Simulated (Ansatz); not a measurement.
Input file:

```yaml
crystal:
  periodic: [false, false, false]
  atoms:
    - {symbol: Hf, position_ang: [0.000000, 0.000000, 0.000000]}
    - {symbol: H, position_ang: [0.000000, 0.000000, 1.864769]}
basis:
  gaussian: {orbitals: def2-TZVPP}
total_charge: 1
magnetization: {spin_polarized: true, initial_magnetization: 4}
hamiltonian: {xc: {name: B2PLYP}}
correlation: {electrons: outside_noble_gas}
```

```sh
$ ansatz run in.yaml --threads 1 --pin off --events-out ev --progress --plain --max-ram 4096MiB --backend cpu
```

The program prints:

```
433 factors; integrals over basis functions are off by at most 1.3e-3 eV
mean field evaluation 1: about -1303.1864 eV, gradient 9.5e0 eV
mean field evaluation 2: about -1303.1900 eV, gradient 9.4e0 eV
mean field evaluation 4: about -1303.6133 eV, gradient 5.6e-1 eV
mean field evaluation 8: about -1303.6184 eV, gradient 2.2e-2 eV
mean field evaluation 16: about -1303.6184 eV, gradient 7.7e-5 eV
mean field evaluation 32: about -1303.7136 eV, gradient 5.4e-5 eV
mean field evaluation 64: about -1303.6404 eV, gradient 3.8e-1 eV
mean field -1303.71364969 eV, -47.9105929373 hartree, gradient 2.9e-6 eV, S^2 6.001889; 8 other end points of the search recorded, 0 dependent functions left out
4 core orbitals not correlated: weight in the atoms' cores, before any rotation towards them, 0.998 or more for the frozen orbitals, at most 0.002 for the correlated occupied ones
reference -1303.71377273 eV, -47.9105974590 hartree; 4, 0 occupied and 62, 66 virtual orbitals, 433 factors
second order -0.62396404 eV of doubles, -0.00000000 eV of singles
Total energy: -1303.88224302 eV, -47.9167886279 hartree
```

Ran on 1 thread of AMD EPYC 7R13, shared host: 6.5 s wall, 0.16 GiB peak host memory.
